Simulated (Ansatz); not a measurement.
# CH2Li radical (SMILES [Li][CH2]): single points off equilibrium

An exercise on one series of results from a longer session: the logs are not shown, and one member is left open.

The runs use Ansatz 0.2.0, Gaussian basis; single points in def2-TZVPP.

Cores are frozen in the correlated methods. The outer core shell of Li, Na, Mg and K is correlated. Orbitals are unrestricted.

### Where the work starts

SMILES `[Li][CH2]`, 4 atoms, charge 0, spin multiplicity 2.

Atoms are counted from 1 here; the program's logs count them from 0.

Bond lengths: Li1–C2 1.792 Å, C2–H3 1.304 Å, C2–H4 0.746 Å. Angles: Li1–C2–H3 121.3°, Li1–C2–H4 145.5°, H3–C2–H4 89.5°.

As a file:

```
Li   -1.4114    0.8252   -0.4983
C     0.1317    0.1906    0.1542
H     0.3909   -1.0873    0.1570
H     0.8554    0.3312    0.2669
```

Set-up of the first run:

run/in.yaml reads:

```yaml
crystal:
  periodic: [false, false, false]
  atoms:
    - {symbol: Li, position_ang: [-1.411400, 0.825200, -0.498300]}
    - {symbol: C, position_ang: [0.131700, 0.190600, 0.154200]}
    - {symbol: H, position_ang: [0.390900, -1.087300, 0.157000]}
    - {symbol: H, position_ang: [0.855400, 0.331200, 0.266900]}
basis:
  gaussian: {orbitals: def2-TZVPP}
magnetization: {spin_polarized: true, initial_magnetization: 1}
correlation: {method: ccsd_t}
scf: {omitted_lower_state_checks: [cluster_reference]}
output: {forces: true}
```

The command line of these runs was not kept.

Steps of the session up to this table: CCSD(T)/def2-TZVPP; PBE0-D4/def2-TZVPP; wB97M-V/def2-TZVPP; r2SCAN-D4/def2-TZVPP; PBE-D4/def2-TZVPP; B97M-V/def2-TZVPP; BLYP-D4/def2-TZVPP.

One of the session's tables, all rows but one given; the rest of the session is left out.

| method | RMS force component (eV/Å) | angle to CCSD(T) forces (°) | dipole (D) |
| --- | --- | --- | --- |
| CCSD(T) | 14.235 | reference | 5.22 |
| PBE0-D4 | 14.240 | 0.3 | 5.05 |
| wB97M-V | 14.085 | 0.3 | 5.05 |
| r2SCAN-D4 | 14.158 | 0.1 | 5.10 |
| PBE-D4 | ? | ? | ? |
| B97M-V | 14.105 | 0.2 | 5.06 |
| BLYP-D4 | 14.035 | 0.5 | 4.87 |

**Question.** Estimate the row for PBE-D4.

As computed: RMS force component (eV/Å): 14.236; angle to CCSD(T) forces (°): 0.4; dipole (D): 4.89. In the column «RMS force component (eV/Å)» it lies between CCSD(T) (14.235) and PBE0-D4 (14.240).
